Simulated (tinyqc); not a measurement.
Stretching all distances: RHF, UHF, MP2, CISD and CCSD against full CI in the sto-6g basis, for H2O, spin multiplicity 1. Computed by the program tinyqc with PySCF. Command: `OMP_NUM_THREADS=1 python tinyqc.py 114004 114005 out.jsonl`; one thread of a shared host (Intel(R) Xeon(R) Processor @ 2.60GHz), about 20 s.

Geometry (angstrom):

| atom | x | y | z |
|---|---|---|---|
| O | 0.0000 | 0.0000 | 0.0000 |
| H | 0.0000 | 0.7320 | 0.5290 |
| H | 0.0000 | -0.6900 | 0.4990 |

All coordinates are multiplied by the scale. c0^2 is the weight of the RHF determinant in the lowest singlet FCI state (UHF is spin-contaminated and may lie near states of higher spin) and n(LUMO) the first natural occupation beyond the occupied space.

Full CI energy (hartree) and errors against it (kcal/mol):

| scale | distance 1-2 (angstrom) | E(FCI) | RHF | UHF | MP2 | CISD | CCSD | <S^2> UHF | c0^2 | n(LUMO) |
|---|---|---|---|---|---|---|---|---|---|---|
| 0.990 | 0.894 | -75.67885 | 24.695 | 24.695 | 6.604 | 0.251 | 0.055 | 0.000 | 0.982 | 0.020 |
| 1.250 | 1.129 | -75.72413 | 44.204 | 44.204 | 13.793 | 1.095 | 0.146 | 0.000 | 0.952 | 0.054 |
| 1.510 | 1.364 | -75.65283 | 75.225 | 68.753 | 25.764 | 4.150 | 0.401 | 0.513 | 0.885 | 0.133 |
| 1.770 | 1.599 | -75.57172 | 118.645 | 51.971 | 42.108 | 11.925 | 0.542 | 1.385 | 0.769 | 0.276 |
| 2.020 | 1.824 | -75.51479 | 170.332 | 27.599 | 59.407 | 24.945 | -1.719 | 1.734 | 0.619 | 0.464 |

UHF parts from RHF first at scale 1.51 of those listed, where <S^2> leaves zero. The weight c0^2 goes from 0.98 to 0.62 and n(LUMO) from 0.02 to 0.46: static correlation grows as the bonds break into open-shell fragments. The spread of the error along the curve, which distorts its shape, is CCSD 2.3, CISD 24.7, UHF 44.1, MP2 52.8, RHF 145.6 kcal/mol. Below FCI somewhere: CCSD, as non-variational methods may be. The table stops here: at scale 2.28 and beyond, the reference weight falls under 0.45 or RHF, UHF or CCSD hop between solutions, so those rows were left out and the spreads given cover only the rows shown. As computed, partly on other solutions, the errors there reach in size RHF 228, UHF 39, MP2 89, CISD 45, CCSD 6 kcal/mol.
